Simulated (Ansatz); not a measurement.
**C3H3S: a trajectory, and a look at its input**

A trajectory is wanted. The input is run as typed.

Method: PBE0-D4/def2-SVP; program: Ansatz 0.2.0, Gaussian basis.

3 further runs of the same task are left out: 3 that didn't finish.

**1. The structure**

| atom | x (Å) | y (Å) | z (Å) |
| --- | --- | --- | --- |
| C1 | -0.2648 | 0.7629 | -0.0570 |
| C2 | 0.2211 | -0.5658 | 0.0580 |
| C3 | 1.1883 | -1.4684 | 0.5346 |
| S4 | -0.0940 | -2.1694 | -0.3633 |
| H5 | -0.3701 | 1.1943 | 0.9496 |
| H6 | 0.5165 | 1.3921 | -0.5088 |
| H7 | -1.1969 | 0.8543 | -0.6130 |

**2. The run**

File run/in.yaml:

```yaml
crystal:
  periodic: [false, false, false]
  atoms:
    - {symbol: C, position_ang: [-0.264800, 0.762870, -0.057010]}
    - {symbol: C, position_ang: [0.221070, -0.565820, 0.057990]}
    - {symbol: C, position_ang: [1.188260, -1.468430, 0.534560]}
    - {symbol: S, position_ang: [-0.094040, -2.169370, -0.363340]}
    - {symbol: H, position_ang: [-0.370090, 1.194320, 0.949620]}
    - {symbol: H, position_ang: [0.516500, 1.392090, -0.508780]}
    - {symbol: H, position_ang: [-1.196900, 0.854330, -0.613040]}
basis:
  gaussian: {orbitals: def2-SVP}
total_charge: 1
hamiltonian: {xc: pbe0, dispersion: d4}
md: {n_steps: 30, timestep: -0.5, temperature: 500, ensemble: nvt_nose_hoover, seed: 48, initial_velocities: maxwell_boltzmann}
```

Started as:

```bash
> ansatz run in.yaml --threads 2 --pin off --events-out ev --progress --plain --max-ram 3481MiB
```

Q: Predict the outcome of this session. Wanted: this run.

As calculated:

| quantity | value |
| --- | --- |
| this run | refused |
| fault | negative timestep |

**Reading.** A timestep must be positive.
